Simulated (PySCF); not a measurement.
Dissociation curve of H2, singlet.

Levels of theory: UHF/cc-pVQZ (PySCF); RKS-PBE0 = restricted PBE0/cc-pVQZ in PySCF 2.14.0; UCCSD(T) = CCSD(T) on UHF/cc-pVQZ run with PySCF.

Energies relative to the lowest point of each curve near equilibrium, in eV:

| R / Å | UHF | RKS-PBE0 |
|---|---|---|
| 0.56 | 0.879 | 0.945 |
| 0.73 | 0.000 | 0.004 |
| 0.79 | 0.055 | 0.033 |
| 0.83 | 0.149 | 0.109 |
| 0.86 | 0.242 | 0.189 |
| 1.02 | 0.945 | 0.816 |
| 1.34 | 2.556 | 2.373 |
| 1.51 | 3.027 | 3.152 |
| 1.64 | 3.243 | 3.694 |
| 2.03 | 3.530 | 5.020 |
| 2.25 | 3.585 | 5.586 |
| 2.59 | 3.619 | 6.252 |

### Question
What does UCCSD(T) give at the same points?

### Answer
0.56: 0.916; 0.73: 0.001; 0.79: 0.036; 0.83: 0.115; 0.86: 0.196; 1.02: 0.813; 1.34: 2.263; 1.51: 2.927; 1.64: 3.351; 2.03: 4.189; 2.25: 4.432; 2.59: 4.619 (eV).

The unrestricted determinant behind UHF, UCCSD(T) is spin-contaminated at 1.23 to 2.96 Å (<S²> up to 1.0, against 0.00 for a pure singlet). The restricted form behind RKS-PBE0 keeps the bonding electrons paired and can't separate into open-shell fragments.
